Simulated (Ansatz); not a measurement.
Ba2TeP2O9 (P-1, No. 2; cell taken from a computed entry) was calculated with r²SCAN (Ansatz, a quantum-chemistry and plane-wave program, plane waves, PAW).

The input as run:

Ansatz 0.2 input:
```yaml
crystal:
  lattice:
    - [6.9287554886, 0.0113010306, 0.0098671984]
    - [1.8601653795, 7.1579464562, -0.0220560778]
    - [1.5520807093, 1.6643064724, 8.5562632393]
  atoms:
    - { symbol: Ba, position: [0.6290051313, 0.1953724323, 0.5812971465] }
    - { symbol: Ba, position: [0.3709948687, 0.8046275677, 0.4187028535] }
    - { symbol: Ba, position: [0.8995612398, 0.617697223, 0.755256342] }
    - { symbol: Ba, position: [0.1004387602, 0.382302777, 0.244743658] }
    - { symbol: Te, position: [0.3528676974, 0.8880489475, 0.9555277499] }
    - { symbol: Te, position: [0.6471323026, 0.1119510525, 0.0444722501] }
    - { symbol: P, position: [0.1353898753, 0.1216879394, 0.6459872615] }
    - { symbol: P, position: [0.8646101247, 0.8783120606, 0.3540127385] }
    - { symbol: P, position: [0.3764106226, 0.5207418334, 0.816506051] }
    - { symbol: P, position: [0.6235893774, 0.4792581666, 0.183493949] }
    - { symbol: O, position: [0.2800400907, 0.148479706, 0.4917603066] }
    - { symbol: O, position: [0.7199599093, 0.851520294, 0.5082396934] }
    - { symbol: O, position: [0.3760867522, 0.0719813496, 0.1027032623] }
    - { symbol: O, position: [0.6239132478, 0.9280186504, 0.8972967377] }
    - { symbol: O, position: [0.196522537, 0.5343515482, 0.9423181428] }
    - { symbol: O, position: [0.803477463, 0.4656484518, 0.0576818572] }
    - { symbol: O, position: [0.0688853718, 0.9329141868, 0.6749455811] }
    - { symbol: O, position: [0.9311146282, 0.0670858132, 0.3250544189] }
    - { symbol: O, position: [0.727172099, 0.8850522318, 0.2225549694] }
    - { symbol: O, position: [0.272827901, 0.1149477682, 0.7774450306] }
    - { symbol: O, position: [0.0430119742, 0.7070573717, 0.3505639464] }
    - { symbol: O, position: [0.9569880258, 0.2929426283, 0.6494360536] }
    - { symbol: O, position: [0.5254645576, 0.3012106548, 0.1990154579] }
    - { symbol: O, position: [0.4745354424, 0.6987893452, 0.8009845421] }
    - { symbol: O, position: [0.5505410728, 0.342797525, 0.8548069757] }
    - { symbol: O, position: [0.4494589272, 0.657202475, 0.1451930243] }
    - { symbol: O, position: [0.6740334205, 0.478763638, 0.3450119977] }
    - { symbol: O, position: [0.3259665795, 0.521236362, 0.6549880023] }
basis:
  ecutwfc: 560
  ecutrho_ratio: 4
  xc_grid: 3
kpoints:
  mp_grid: { grid: [6, 6, 4] }
  band_path:
    path:
      - [0.0, 0.0, 0.0]
      - [-0.125, 0.0, 0.0]
      - [-0.25, 0.0, 0.0]
      - [-0.375, 0.0, 0.0]
      - [-0.5, 0.0, 0.0]
      - [0.0, 0.0, -0.5]
      - [0.0, 0.0, -0.333333]
      - [0.0, 0.0, -0.166667]
      - [0.0, -0.166667, 0.0]
      - [0.0, -0.333333, 0.0]
      - [0.0, -0.5, 0.0]
      - [-0.5, -0.5, -0.5]
      - [-0.4, -0.4, -0.4]
      - [-0.3, -0.3, -0.3]
      - [-0.2, -0.2, -0.2]
      - [-0.1, -0.1, -0.1]
      - [0.0, -0.125, -0.125]
      - [0.0, -0.25, -0.25]
      - [0.0, -0.375, -0.375]
      - [0.0, -0.5, -0.5]
      - [-0.5, -0.5, 0.0]
      - [-0.4, -0.4, 0.0]
      - [-0.3, -0.3, 0.0]
      - [-0.2, -0.2, 0.0]
      - [-0.1, -0.1, 0.0]
      - [-0.1, 0.0, -0.1]
      - [-0.2, 0.0, -0.2]
      - [-0.3, 0.0, -0.3]
      - [-0.4, 0.0, -0.4]
      - [-0.5, 0.0, -0.5]
    npoints: 1
hamiltonian:
  xc: r2scan
  dispersion: none
  pseudopotentials: { kind: paw }
scf:
  occupations: { method: fermi_dirac, width: 0.01 }
  convergence: { dr2_threshold: 0.0000000028 }
output:
  forces: true
  stress: true
  eigenvalues: true
  write_bands: true
```

### Question
How many irreducible k-points, plane waves at Γ does the program set up, and what pressure does the run end with?

### Answer
76 irreducible k-points, 12759 plane waves at Γ; P = -0.40 GPa, so the cell is stretched on average and its volume would shrink at this level.

The run printed, among other lines:

```
Crystal: 28 atoms, lattice volume = 424.349 Å³
Basis set: ecut = 560 eV, 12759 PW (Γ), exchange–correlation on 162×180×216 points (27 copies of the dense FFT grid, shifted against one another)
Bands: 128, of which v1, the nominal top of the filled ones, is band 100 counted from 1 (99 counted from 0)
Symmetry: 2 space group operations
Space group: P-1 (ITA 2), of the structure as read, at distance tolerance 7.5e-5 Å
k-points: 76 of 144
Functional: x = r2scan, c = r2scan; τ floored in thin density (d = 2e-4 eV/Å³)
SCF iter   1: F=—  HF=-51144.136242 eV  |F-HF|=—  |Δ(HF+E_count)|=         —  Δρ=8.32e-3  dr2=3.19e-1  dr2_τ=2.04e0
SCF iter   2: F=—  HF=-51144.813751 eV  |F-HF|=—  |Δ(HF+E_count)|=   6.78e-1  Δρ=4.81e-3  dr2=6.32e-2  dr2_τ=7.13e-3
  ...
SCF iter  10: F=—  HF=-51144.803914 eV  |F-HF|=—  |Δ(HF+E_count)|=  6.48e-10  Δρ=1.00e-6  dr2=4.37e-9  dr2_τ=3.49e-10
SCF iter  11: F=-51144.803914 eV  HF=-51144.803914 eV  |F-HF|=5.53e-10  |Δ(HF+E_count)|=   1.21e-9  Δρ=5.54e-7  dr2=1.16e-9  dr2_τ=1.49e-10
SCF 1 converged in 11 iterations: F = -51144.803914 eV  dr2 = 1.16e-9
SCF converged after 11 iterations
Free energy (F): -51144.803914 eV
  ...
  atom   4  Ba     0.04244880     0.03082143     0.03387337
  atom   5  Te     0.13449093     0.09164230    -0.08440051
  atom   6  Te    -0.13449093    -0.09164230     0.08440051
  atom   7  P     -0.02986145     0.08810848    -0.07427550
  atom   8  P      0.02986145    -0.08810848     0.07427550
  atom   9  P     -0.09390320    -0.05654230    -0.05077812
  atom  10  P      0.09390320     0.05654230     0.05077812
  atom  11  O     -0.25719666     0.04871538     0.44496582
  atom  12  O      0.25719666    -0.04871538    -0.44496582
  atom  13  O      0.27942443    -0.08778113    -0.21974807
  atom  14  O     -0.27942443     0.08778113     0.21974807
  atom  15  O      0.43490466    -0.13713126    -0.39916253
  atom  16  O     -0.43490466     0.13713126     0.39916253
  atom  17  O      0.25342745     0.44354426    -0.05765313
  atom  18  O     -0.25342745    -0.44354426     0.05765313
  atom  19  O      0.19349278     0.14145970     0.08106339
  atom  20  O     -0.19349278    -0.14145970    -0.08106339
  atom  21  O     -0.32232351     0.43704416     0.04103473
  atom  22  O      0.32232351    -0.43704416    -0.04103473
  atom  23  O      0.30418849     0.12960519    -0.14731378
  atom  24  O     -0.30418849    -0.12960519     0.14731378
  atom  25  O     -0.25067718     0.29422523     0.06142971
  atom  26  O      0.25067718    -0.29422523    -0.06142971
  atom  27  O     -0.18478889    -0.04589925    -0.49370743
  atom  28  O      0.18478889     0.04589925     0.49370743
--- Stress (GPa, compression-positive) ---
       -0.387347       0.123102       0.228602
        0.123103      -0.297478      -0.013272
        0.228601      -0.013273      -0.508204
  P = ⅓ Tr σ = -0.3977 GPa (-3.977 kbar)
```

The PAW data were made under PBE.

Note: cell and atoms aren't relaxed at this level (largest force component 0.49 eV/Å, pressure -0.4 GPa).

The result took roughly 14 core-minutes.
